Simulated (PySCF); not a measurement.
# SH⁺ (triplet) with other numerical set-ups

Which parts of the numerical set-up matter for SH⁺ (triplet)? Each run edits the base script.

Program: PySCF 2.14.0. Level of theory: each script names its method and basis. These are calculated values, not measurements.

1 further run of the same task is left out (for a known fault of the program).

## Step 1: Where the work starts

SH⁺ (triplet): 2 atoms, charge 1, spin multiplicity 3.

Bond lengths: H1–S2 1.405 Å.

## Step 2: The base run

Contents of input.py:

```python
from pyscf import gto, scf, cc

mol = gto.M(
    atom='H 0 0 0; S 0 0 1.405',
    basis='sbkjc',
    ecp={'S': 'sbkjc'},
    charge=1,
    spin=2,
    verbose=4,
)
mf = scf.UHF(mol)
mf.kernel()
mycc = cc.CCSD(mf)
mycc.kernel()
e = mycc.eeccsd(nroots=5)[0]
print('roots (eV) =', (e*27.211386).round(3))
mf.dip_moment()
print('orbital energies (hartree):', [e[max(0, n-3):n+3].round(4) for e, n in zip(mf.mo_energy, mol.nelec)])
```

On the command line:

```sh
> python input.py
```

Its log is not repeated here.

Base result: E(SCF) = -10.125171 Eh, 9 cycles, E(CCSD) − E(SCF) = -0.03123 Eh, ⟨S²⟩ = 2.015, excitation roots 0.006, 1.734, 1.734, 2.525, 3.956 eV.

The bond length is a typed value, not an optimised one. Spin-unrestricted EOM-EE roots include spin flips and other components of the reference, which can be negative or near zero. The dipole of an ion depends on the origin. The triplet is typed in the script; nothing here shows that it is the ground state.

## Step 3: Density fitting cc-pvdz-jkfit

Run 1 changes density fitting: none → cc-pvdz-jkfit.

Contents of input.py:

```python
from pyscf import gto, scf, cc

mol = gto.M(
    atom='H 0 0 0; S 0 0 1.405',
    basis='sbkjc',
    ecp={'S': 'sbkjc'},
    charge=1,
    spin=2,
    verbose=4,
)
mf = scf.UHF(mol)
mf = mf.density_fit(auxbasis='cc-pvdz-jkfit')
mf.kernel()
mycc = cc.CCSD(mf)
mycc.kernel()
e = mycc.eeccsd(nroots=5)[0]
print('roots (eV) =', (e*27.211386).round(3))
mf.dip_moment()
print('orbital energies (hartree):', [e[max(0, n-3):n+3].round(4) for e, n in zip(mf.mo_energy, mol.nelec)])
```

On the command line:

```sh
> python input.py
```

## Step 4: X2c-svpall (core potential off, X2C on)

Run 2 changes basis set: sbkjc → x2c-svpall; core potential: on → off; spin-free X2C: off → on. The core potential changes with it: totals don't compare.

Changes to input.py since step 2:

```diff
@@ -4,4 +4,3 @@
     atom='H 0 0 0; S 0 0 1.405',
-    basis='sbkjc',
-    ecp={'S': 'sbkjc'},
+    basis='x2c-svpall',
     charge=1,
@@ -11,2 +10,3 @@
 mf = scf.UHF(mol)
+mf = mf.sfx2c1e()
 mf.kernel()
```

## Step 5: Pcseg-2 (core potential off)

Run 3 changes basis set: sbkjc → pcseg-2; core potential: on → off. The core potential changes with it: totals don't compare.

Changes to input.py since step 2:

```diff
@@ -4,4 +4,3 @@
     atom='H 0 0 0; S 0 0 1.405',
-    basis='sbkjc',
-    ecp={'S': 'sbkjc'},
+    basis='pcseg-2',
     charge=1,
```

Q: Predict the outcome of this session. Wanted: for each run, E(SCF); from base; gap, α spin; after the SCF.

As calculated:

```csv
run,E(SCF) (hartree),from base (eV),cycles,"gap, α spin (eV)",functions,after the SCF
base,-10.125171,0,9,19.83,10,"CCSD correlation -0.850 eV, first root 1.73 eV"
density fitting cc-pvdz-jkfit,-10.125172,0.0000,9,19.83,10,"CCSD correlation -0.850 eV, first root 1.73 eV"
"x2c-svpall (core potential off, X2C on)",-398.691796,not comparable,10,18.99,23,"CCSD correlation -3.257 eV, first root 0.01 eV"
pcseg-2 (core potential off),-397.759984,not comparable,9,18.59,48,"CCSD correlation -5.235 eV, first root 0.02 eV"
```

In words: No change of the SCF energy comes from density fitting cc-pvdz-jkfit. The dearest run is “pcseg-2 (core potential off)”, at 23 s against 1.1 s.
